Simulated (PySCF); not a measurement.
Species: C3H3N2 (charge -1).
Atom-mapped SMILES: `[cH:1]1[cH:2][n:3][n-:4][cH:5]1` (hydrogens: H6 on C1; H7 on C2; H8 on C5)

Level: PBE0/pcSseg-1 in PySCF, non-relativistic, on one gas-phase PBE0-D3(BJ)/def2-SVP geometry that isn't relaxed in the solvent. The solvent is an IEF-PCM continuum (van der Waals radii × 1.2). Only the electrostatic response of the medium enters.

Gas phase at PBE0/pcSseg-1: HOMO -0.88 eV, LUMO 6.54 eV.

Problem. What does the continuum do to the energy and the frontier levels at PBE0/pcSseg-1 in acetonitrile and water?

Solution. 
```
     solvent      ε  E(solvent) − E(gas) (kcal/mol)  polarisation term (kcal/mol)  distortion of the solute (kcal/mol)  HOMO (eV)  LUMO (eV)
acetonitrile  35.69                          -64.59                        -67.45                                 2.86      -5.87       2.31
       water  78.36                          -65.72                        -68.75                                 3.03      -5.95       2.23
```

The polarisation term is half the interaction of the solute with the surface charges that it induces; the rest is the cost of distorting the solute's density. The sum is the electrostatic part of solvation alone. From acetonitrile to water the lowering changes by a factor 1.02, Born's factor 1 − 1/ε by 1.02 and ε itself by 2.2.

Problem. Which radius a makes Born's formula ΔE = −(q²/2a)(1 − 1/ε) give the value in water?

Solution. a = q²(1 − 1/ε)/(2|ΔE|) = 2.49 Å, with q = -1 e and |ΔE| = 0.1047 Eh; the farthest nucleus lies 2.17 Å from the centroid of the nuclei. The formula assumes a point charge at the centre of a sphere.

Problem. Which ESP-fitted charges (PBE0/pcSseg-1) respond most in acetonitrile (means over atoms taken as equivalent)?

Solution. 
| atoms | environment | gas (e) | solvent (e) | change |
| --- | --- | --- | --- | --- |
| N3/N4 | nitrogen bonded to C and N | -0.477 | -0.564 | -0.087 |
| H6 | aromatic hydrogen | +0.148 | +0.198 | +0.050 |
| C2/C5 | aromatic CH next to a ring nitrogen | +0.256 | +0.299 | +0.043 |
| H7/H8 | aromatic hydrogen | -0.025 | +0.005 | +0.030 |
| C1 | aromatic CH carbon | -0.657 | -0.678 | -0.021 |

Problem. Which Mayer bond orders change most in acetonitrile?

Solution. 
| bond | length (Å) | gas | solvent | change |
| --- | --- | --- | --- | --- |
| N3–N4 | 1.343 | 1.315 | 1.282 | -0.033 |
| C1–C2 | 1.405 | 1.373 | 1.392 | +0.019 |
| C5–C1 | 1.405 | 1.373 | 1.392 | +0.019 |
| C1–H6 | 1.092 | 0.980 | 0.983 | +0.003 |
| C2–H7 | 1.096 | 0.981 | 0.980 | -0.001 |
| C5–H8 | 1.096 | 0.981 | 0.980 | -0.001 |
| C2–N3 | 1.344 | 1.486 | 1.485 | -0.001 |
| N4–C5 | 1.344 | 1.486 | 1.485 | -0.001 |

Problem. How do the nuclear quadrupole coupling constants eQVzz/h respond in acetonitrile?

Solution. 
```csv
nucleus,Q (barn),gas (MHz),solvent (MHz),η gas,η solvent
14N at N3,0.02044,-4.57,-4.35,0.40,0.49
14N at N4,0.02044,-4.57,-4.35,0.40,0.49
```
